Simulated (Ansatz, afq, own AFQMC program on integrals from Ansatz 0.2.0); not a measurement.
## ZnCH4, singlet, reference energies and how methods fare

```yaml
atoms:
  - { symbol: C, position_ang: [-0.1626, -0.4112, -0.5617] }
  - { symbol: Zn, position_ang: [0.3066, 0.6956, 0.9676] }
  - { symbol: H, position_ang: [0.6335, -1.1373, -0.7961] }
  - { symbol: H, position_ang: [-1.0862, -0.9848, -0.3777] }
  - { symbol: H, position_ang: [-0.3288, 0.1966, -1.4666] }
  - { symbol: H, position_ang: [0.6794, 1.5771, 2.1883] }
```

Geometry: a PBE0/def2-SVP stationary point, not shown to be a minimum. Basis def2-TZVP. Noble-gas cores (and the filled d shells of Ga–Kr and In–Xe) are frozen. Ansatz 0.2.0 and our own AFQMC program on the same integrals; the CISD trial comes from CCSD amplitudes, and released means the phaseless constraint is let go. ± is one standard error of the sampling. The metal's outer-core s and p shells are frozen, which shifts wave-function levels against functionals.

Best estimates are CCSD(T) at the basis-set limit (def2-TZVPP/QZVPP) plus the step from CCSD(T) to the highest rung at hand in def2-TZVP, named in the table (released AFQMC can keep some 10 meV of bias). Fragments are relaxed and keep their bonds. No zero-point, core-correlation or spin–orbit terms, no scalar relativity below Rb. Other levels are in def2-TZVP; a dash marks a level that is missing or breaks spin symmetry for a member.

Cautions: no relativity below Rb; outer-core shells of the metal frozen; ZnCH₄ (singlet): the released value is read at 1.50 1/Eh with a noise of 13 meV, more than in the cases checked (meV from the phaseless value at times in 1/Eh: -1 ± 6 at 0.24, -13 ± 8 at 0.51, 5 ± 8 at 0.99, -17 ± 13 at 1.50), released reference can be 30 meV off for metals; ZnCH₃ (doublet): the released value is read at 0.99 1/Eh with a noise of 10 meV, more than in the cases checked, later times being too noisy (meV from the phaseless value at times in 1/Eh: 1 ± 7 at 0.24, 7 ± 11 at 0.51, -6 ± 10 at 0.99, 4 ± 17 at 1.50), released reference can be 30 meV off for metals.

```tsv
process	r2SCAN (kcal/mol)
Zn2–C1 → ZnH (doublet) + CH3 (doublet)	70.6
C1–H5 → ZnCH3 (doublet; CH2–ZnH) + H (doublet)	102.1
to free atoms	409.1
```

Task: From these values, estimate the best estimates.

Result: 
| process | best estimate (kcal/mol) | highest rung |
| --- | --- | --- |
| Zn2–C1 → ZnH (doublet) + CH3 (doublet) | 76.6 ± 0.3 | released AFQMC |
| C1–H5 → ZnCH3 (doublet; CH2–ZnH) + H (doublet) | 107.1 ± 0.4 | released AFQMC |
| to free atoms | 406.5 ± 0.3 | released AFQMC |

Errors against the best estimates in kcal/mol, in the same order:

```
        level    error, 1    error, 2     error, 3
          MP2         1.7        -3.6        -13.1
      CCSD(T)        -2.9        -3.6        -15.0
ph-AFQMC/CISD  -2.9 ± 0.2  -3.8 ± 0.2  -14.8 ± 0.2
  CCSD(T)/CBS        -0.3        -0.1         -0.4
          PBE        -2.4        -2.8         -0.5
       r2SCAN        -6.0        -5.1          2.6
         PBE0        -4.2        -3.4         -2.5
        B3LYP        -7.3        -2.2         -5.5
      wB97M-V         0.1        -0.3          0.5
       B2PLYP        -4.0        -2.6         -7.3
```

Cost at the first geometry (cards were shared with other jobs): PBE0/def2-TZVP, 2.3 s on 1 thread of AMD EPYC 7R13 Processor (Zen 3), with other jobs on the host; RCCSD(T)/def2-TZVP, 8 s on 1 × NVIDIA H100 80GB HBM3 with 1 thread of AMD EPYC 7R13 Processor (Zen 3), on a shared host; CCSD(T)/def2-QZVPP, 8 s on 1 × NVIDIA H100 80GB HBM3 with 1 thread of AMD EPYC 7R13 Processor (Zen 3), with other jobs on the host; ph-AFQMC/CISD with release, 110 s on 1 × NVIDIA H100 80GB HBM3 with 2 threads of AMD EPYC 7R13 Processor (Zen 3), with other jobs on the host.

Best estimates are given only where the step beyond CCSD(T) is under 0.3 eV and no member's determinant is very poor (T1 over 0.05, or 0.07 for open shells, ⟨S²⟩ too high by 0.3, two states mixed), so the hardest cases are missing from such tables.

The functionals ran in a triple-zeta set and keep a basis error of their own, a few kJ/mol for each bond in atomization energies and more for double hybrids, so close places among them and the extrapolated levels can swap.

Each member of a difference takes its own highest rung, so a best estimate needn't equal the limit plus the step of one row. A walk keeps the symmetry of its determinant, which the program's search chose and which needn't be the lowest solution, so a lower state of the same spin and another symmetry isn't excluded. Released energies are given only where the last usable release times agree within the noise; a slower fall can still hide under it.
